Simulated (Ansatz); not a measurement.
# CHNSi+ (quartet): wave-function methods side by side, cc-pVDZ

How much of the correlation energy of CHNSi+ (quartet) does each wave-function method recover here?

Method: cc-pVDZ, core rule «outside noble gas», up to 7 orbitals frozen; program: Ansatz 0.2.0, Gaussian basis.

To be run: UHF; CCSD(T) on ROHF; CCSD(T) on UHF; BCCD(T) on ROHF; CISD; CCSDT(Q) on ROHF; CCSDT(Q) on UHF.

20 further runs of the same task are left out: 6 that didn't finish, 14 set aside as unsound or not needed.

## (1) The system

The geometry is a PBE0/def2-TZVP stationary point (not a proven minimum) of the parent state, kept for this charge and spin.

4 atoms, charge 1, spin multiplicity 4.

Atoms are counted from 1 here; the program's logs count them from 0.

Bond lengths: C1–N2 1.240 Å, C1–Si3 1.952 Å, N2–H4 1.013 Å. Angles: N2–C1–Si3 78.7°, C1–N2–H4 135.7°.

## (2) UHF

File in.yaml:

```yaml
crystal:
  periodic: [false, false, false]
  atoms:
    - {symbol: C, position_ang: [0.000000, -0.784833, 0.780179]}
    - {symbol: N, position_ang: [0.000000, 0.409287, 1.114041]}
    - {symbol: Si, position_ang: [0.000000, 0.098619, -0.960690]}
    - {symbol: H, position_ang: [0.000000, 0.916592, 1.991118]}
basis:
  gaussian: {orbitals: cc-pVDZ}
total_charge: 1
magnetization: {spin_polarized: true, initial_magnetization: 3}
hamiltonian: {xc: hf}
output: {orbitals: {seedname: orbitals}}
```

The run is started by

```sh
$ ansatz run in.yaml --threads 1 --pin off --events-out ev --progress --plain --max-ram 2393MiB
```

The runs that follow: CCSD(T) on ROHF; CCSD(T) on UHF; BCCD(T) on ROHF; CISD; CCSDT(Q) on ROHF; CCSDT(Q) on UHF.

**Question.** What will the summary of the whole plan be? Wanted: RCCSDT(Q) below the RHF energy; RMP2 from RCCSDT(Q); UMP2 from RCCSDT(Q); RCCSD from RCCSDT(Q); RCCSD(T) from RCCSDT(Q); UCCSD(T) from RCCSDT(Q); UCCSDT(Q) from RCCSDT(Q); T1 diagnostic.

The runs gave:

| quantity | value |
| --- | --- |
| RCCSDT(Q) below the RHF energy | -9.8493 eV |
| RMP2 from RCCSDT(Q) | +25.94 kcal/mol |
| UMP2 from RCCSDT(Q) | +27.38 kcal/mol |
| RCCSD from RCCSDT(Q) | +12.78 kcal/mol |
| RCCSD(T) from RCCSDT(Q) | +1.86 kcal/mol |
| UCCSD(T) from RCCSDT(Q) | +1.94 kcal/mol |
| UCCSDT(Q) from RCCSDT(Q) | -0.13 kcal/mol |
| levels within 1 kcal/mol (43 meV) | UCCSDT(Q) |
| T1 diagnostic | 0.039 |

In words: RCCSD(T) misses by +1.86 kcal/mol, 0.8 % of the correlation energy. These misses are within one basis, not against nature; the frozen cores of restricted and unrestricted runs differ, which can shift their rows.
